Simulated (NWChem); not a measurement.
# acetamide (C2H5NO); SMILES CC(N)=O

```xyz
9

C      0.2279     1.3792    -0.0011
C     -0.1429    -0.0890    -0.0107
N      0.9096    -0.9527    -0.0016
O     -1.2944    -0.4684     0.0003
H      1.2255     1.5834    -0.4159
H      0.2000     1.7471     1.0365
H     -0.5295     1.9331    -0.5698
H      0.7118    -1.9442     0.0317
H      1.8698    -0.6442    -0.0032
```
Atoms are numbered in this order, from 1.

The geometry was optimised at PBE0/def2-SVP.

 States above −ε(HOMO) = 5.8 eV lie in this functional's continuum and hang on the basis.

Task: List the 4 lowest vertical singlet excitations from PBE/def2-SVPD, TDA (NWChem).

Result: 
```csv
state,energy (eV),oscillator strength,leading excitation (squared amplitude)
S1,5.43,0.000,HOMO → LUMO (1.00)
S2,5.55,0.028,HOMO → LUMO+1 (0.99)
S3,6.39,0.007,HOMO−1 → LUMO+1 (0.99)
S4,6.69,0.003,HOMO → LUMO+2 (0.89)
```
